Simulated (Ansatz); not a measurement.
C₂H₇B, SMILES `CBC`, relaxed with RKS PBE-D4/def2-SVP in the Gaussian-basis code of Ansatz from a rough embedded geometry. The force threshold is 0.03 eV/Å; the program also tests the step.

Total charge 0; spin multiplicity 1.

Start:

```xyz
10

C     0.998   -0.671   -0.600
B    -0.402   -0.463   -0.036
C    -0.815    0.914    0.579
H     0.957   -0.953   -1.632
H     1.540   -1.537   -0.088
H     1.683    0.228   -0.521
H    -1.189   -1.342   -0.038
H    -1.690    1.333    0.093
H     0.031    1.695    0.574
H    -1.113    0.795    1.671
```

| step | energy (eV) | largest force (eV/Å) | largest move (Å) |
| --- | --- | --- | --- |
| 1 | -2857.7312 | 2.399 | 0.000 |
| 2 | -2857.8925 | 0.902 | 0.090 |
| 3 | -2857.8955 | 0.458 | 0.097 |
| 4 | -2857.9107 | 0.306 | 0.182 |
| 5 | -2857.9163 | 0.071 | 0.072 |
| 6 | -2857.9168 | 0.027 | 0.036 |
| 7 (rejected) | -2857.9158 | 0.180 | 0.106 |
| 8 | -2857.9172 | 0.026 | 0.031 |
| 9 (rejected) | -2857.9165 | 0.189 | 0.099 |
| 10 | -2857.9176 | 0.021 | 0.033 |
| 11 | -2857.9179 | 0.085 | 0.048 |
| 12 (rejected) | -2857.9171 | 0.132 | 0.039 |
| 13 | -2857.9187 | 0.042 | 0.020 |
| 14 | -2857.9194 | 0.023 | 0.037 |

End:

```xyz
10

C     1.073   -0.702   -0.555
B    -0.376   -0.395   -0.043
C    -0.842    0.973    0.560
H     0.996   -0.891   -1.653
H     1.459   -1.661   -0.145
H     1.824    0.098   -0.398
H    -1.198   -1.303   -0.100
H    -1.869    1.263    0.255
H    -0.148    1.826    0.419
H    -0.920    0.792    1.661
```

It took 15 s on 2 threads of a server CPU on a shared host, with 0.13 GiB of host memory at the peak.
